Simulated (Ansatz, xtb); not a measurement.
# A geometry optimisation of BHNSi with r2SCAN-D4/def2-SVP

The starting geometry of this gas-phase doublet has its atoms placed at random.

```csv
atom,x (Å),y (Å),z (Å)
B,0.5019,0.0553,1.0984
N,-1.0839,0.3422,-0.3889
Si,1.4160,-0.0262,-0.3347
H,-0.5614,1.1760,0.5418
```

Task: One run relaxed it with r2SCAN-D4/def2-SVP. What is a likely outcome?

Result: It ends as a structure given below by its coordinates. Distances that change by over a tenth: B1–Si3 (1.70 → 2.01 Å). Contacts that close: B1–N2 (2.19 → 1.38 Å), N2–Si3 (2.53 → 1.79 Å), N2–H4 (1.35 → 1.02 Å).

The energy falls by 6.69 eV over 12 steps:

```
step  E − E(last) (eV)
   1             6.685
   2             4.788
   3             3.019
   5             1.430
   6             0.908
   7             0.375
   8             0.031
  10             0.000
  11             0.000
  12             0.000
```

Final geometry (Å):

```yaml
atoms:
  - { symbol: B, position_ang: [0.2721, -0.2966, 1.1601] }
  - { symbol: N, position_ang: [-0.2247, 0.6113, 0.2447] }
  - { symbol: Si, position_ang: [1.2041, -0.0538, -0.5995] }
  - { symbol: H, position_ang: [-0.9789, 1.2864, 0.1113] }
```

From the same start GFN2-xTB ends elsewhere, differing in N2–Si3 (3.17 against 1.79 Å here).

From so rough a start the end depends on the optimiser's path, so another program may land elsewhere. The end wasn't checked by frequencies. Open shells are spin-unrestricted. Run with Ansatz 0.2.0, 66 s on 1 thread of Intel(R) Xeon(R) Platinum 8259CL CPU @ 2.50GHz (Skylake/Cascade Lake), with other jobs on the host.
